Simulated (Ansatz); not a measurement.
**H2Br⁺, singlet: the ladder up to full CI**

Geometry: a PBE0/def2-TZVP stationary point for this spin, not checked as a minimum.

```xyz
3

Br    0.0000   -0.0246    0.0000
H     0.0000    0.9758   -1.0458
H     0.0000    0.9758    1.0458
```

Basis cc-pVDZ; Ansatz 0.2.0. Only valence electrons are correlated (noble-gas cores and the filled d shells of p-block atoms frozen), which leaves 8 electrons in 23 orbitals. Prefix R: restricted or restricted open-shell reference. Active spaces: valence = (8e, 6o) chosen from the atoms' valence shells. No spin–orbit coupling is included, and no scalar relativity.

Full CI is exact within this basis and frozen core; it isn't the basis-set limit.

```
UHF ⟨S²⟩                          : 0.000
T1 diagnostic (RCCSD)             : 0.0073
largest doubles amplitude (RCCSD) : 0.058
```

**Question.** From what is known of these methods and the diagnostics, rank them by the size of their error in total energy against full CI in cc-pVDZ, smallest first (an estimate: the text doesn't fix the numbers).
A. RCCSD(T)
B. RCCSDT(Q)
C. CASSCF (valence space)
D. CISD
E. RHF

**Answer.** B (0.1 kJ/mol), A (1.5 kJ/mol), D (25.3 kJ/mol), C (306.6 kJ/mol), E (405.8 kJ/mol).

All errors are against full CI in cc-pVDZ. Within each family the higher level lies nearer, as is usual though not guaranteed.

The full-CI state has the irrep A1 of C2v, in the program's axes.

Natural occupations of full CI about the gap: 1.982 1.961 1.950 1.949 0.043 0.033 0.015 0.015 0.013 0.011; effectively unpaired electrons, Σ n²(2−n)², 0.04.
